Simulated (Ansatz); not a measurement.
A made-up structure of LiHS2, singlet:

Li1  (-0.230, 0.561, -0.715)
S2  (-1.026, -0.608, 0.812)
S3  (0.807, 0.399, 1.345)
H4  (0.570, -0.514, -1.571)
(Å)

It is relaxed with PBE-D4/def2-SVP and then PBE0-D4/def2-TZVP (Ansatz 0.2.0). Atoms count as bonded within 1.22 times the sum of their covalent radii (H–H: 0.88 Å). The end point is not checked to be a true minimum.

Task: Does its bonding change? (A judgement: the text doesn't fix the answer.)

Result: The calculation gives: Yes. Formed: S2–H4; broken: Li1–H4.

Where it ends: The first stage lowers the energy by 3.34 eV in 16 steps. It ends as LiHS₂ ([Li]1[S][SH]1):
Li1  (-0.171, 1.502, -0.482)
S2  (-0.623, -0.712, 0.013)
S3  (0.700, 0.411, 1.164)
H4  (0.214, -1.362, -0.824)
(Å)

Labels in which every atom is bracketed show which atoms are joined, not bond orders.

For scale, one of the runs: PBE0-D4/def2-TZVP relaxation, 94 basis functions, launched by `ansatz run in.yaml --threads 2 --pin off --events-out ev --progress --plain --max-ram 4352MiB`. Hardware: 2 CPU threads of an Arm Neoverse V1, shared host. Wall time about 6.5 s.
